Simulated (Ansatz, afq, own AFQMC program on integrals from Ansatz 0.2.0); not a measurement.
Where AFQMC and coupled cluster stand for P, quartet

A free P atom.

Basis def2-TZVP. Only valence electrons are correlated. Ansatz 0.2.0 and our own AFQMC program on the same integrals; the CISD trial comes from CCSD amplitudes, and released means the phaseless constraint is let go. Free projection: walkers drawn from exp(T), propagated without any constraint. Its projection time is finite, and what remains of the start isn't in its error. Uncertainties: one standard error, sampling alone.

Determinant: UHF, the one that the program's search chose, which needn't be the lowest solution.

Full CI on the same integrals is exact in this basis and with this determinant's frozen core.

```
T1 diagnostic                               : 0.0039
weight of the determinant in the CISD state : 0.936
⟨S²⟩ of the determinant                     : 3.750
size of the correlated space                : 5 electrons in 32 orbitals
```

Reference: full CI, correlation energy -2.843 eV. The released energy is read at 1.50 1/Eh (meV from the phaseless value at times in 1/Eh: -0.4 ± 1.2 at 0.24, -0.5 ± 0.8 at 0.50, -3.2 ± 0.8 at 1.00, -3.8 ± 0.8 at 1.50).

| level | E − E(reference) (kJ/mol) | share of correlation (%) |
| --- | --- | --- |
| HF | 274.3 | 0.00 |
| MP2 | 60.6 | 77.90 |
| CCSD | 12.3 | 95.50 |
| CCSD(T) | 2.5 | 99.10 |
| CCSDT | 0.4 | 99.86 |
| CCSDT(Q) | 0.1 | 99.98 |
| CCSDTQ | 0.0 | 100.00 |
| ph-AFQMC/HF | -0.9 ± 1.0 | 100.34 |
| ph-AFQMC/CISD | 0.4 ± 0.1 | 99.85 |
| released AFQMC | 0.0 ± 0.08 | 99.98 |
| free AFQMC | 0.0 ± 0.1 | 100.01 |

CCSDT and higher add their correlation energy to the determinant of the CCSD(T) run, since their own runs factorise the integrals more tightly (a shift of under 2 meV). Free projections are given only where their last times agree within the noise and don't stop above the reference; a slow remainder of the start can still hide under it. A walk keeps the symmetry of its determinant, which the program's search chose and which needn't be the lowest solution, so a lower state of the same spin and another symmetry isn't excluded. Released energies are given only where the last usable release times agree within the noise; a slower fall can still hide under it.
